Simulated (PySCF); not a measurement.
Species: PN.
Numbering: `[N:1]#[P:2]`

The closed-shell ground state was solved at several levels (PySCF, density fitting, gas phase, non-relativistic). Geometry: PBE0-D3(BJ)/def2-TZVP; no solvent, vibrations or thermal averaging.

```
                level  basis functions  HOMO (eV)  LUMO (eV)  gap (eV)  dipole (D)
     PBE0/aug-cc-pVTZ               96      -9.32      -2.40      6.92        2.83
        PBE0/pcSseg-2               79      -9.27      -2.33      6.94        2.85
         KT3/pcSseg-2               79      -7.86      -3.23      4.63        2.62
CAM-B3LYP/aug-cc-pVTZ               96     -10.78      -1.27      9.51        2.99
     wB97X-D/pcSseg-2               79     -11.24      -0.53     10.71        2.90
```

Question: Estimate the row for B97-2/pcSseg-2, a basis of 79 functions; the other rows only guide the guess.

Answer: HOMO -9.00 eV, LUMO -2.40 eV, gap 6.60 eV, dipole 2.81 D.

Question: Over all these levels, which gives the widest orbital gap and which the narrowest?

Answer: wB97X-D/pcSseg-2 (range-separated hybrid) has the widest, 10.71 eV, and KT3/pcSseg-2 (GGA) the narrowest, 4.63 eV. The two share the basis. From the narrowest to the widest the HOMO moves by -3.38 eV and the LUMO by +2.70 eV.

Question: In the pcSseg-2 basis, how does the gap go with the fixed share of exact exchange?

Answer: KT3 (0 %) 4.63 eV; B97-2 (21 %) 6.60 eV; PBE0 (25 %) 6.94 eV. Each rise in the share widens the gap here.

Question: How far do the dipole and the HOMO energy spread over the levels?

Answer: The dipole runs from 2.62 to 2.99 D (mean 2.84 D) and the HOMO from -11.24 to -7.86 eV.
